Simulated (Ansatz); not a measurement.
Results of PBEsol in Ansatz (plane waves, PAW) for rock-salt MgS.

A relaxed, unreconstructed slab of the (100) face has 12 atoms, two equal faces of 13.426 Å² each and an energy of -16798.6828 eV. A bulk cell of 4 atoms with the same orientation and in-plane k mesh has -5599.8364 eV. Energies are extrapolated to zero smearing.

Run with plane-wave cutoff 500 eV, 8×8×1 k mesh (along the axes of the cell as run), gaussian smearing 0.02 eV, scalar-relativistic PAW data made under PBE.

Worked out: γ = (E_slab − N E_bulk per atom)/2A = [-16798.6828 − 12 × (-5599.8364/4)]/(2 × 13.426) = 0.0308 eV/Å². With 16.022 J/m² per eV/Å² this is 0.49 J/m², or 0.41 eV per surface cell and face.

Ansatz is a first-principles code.
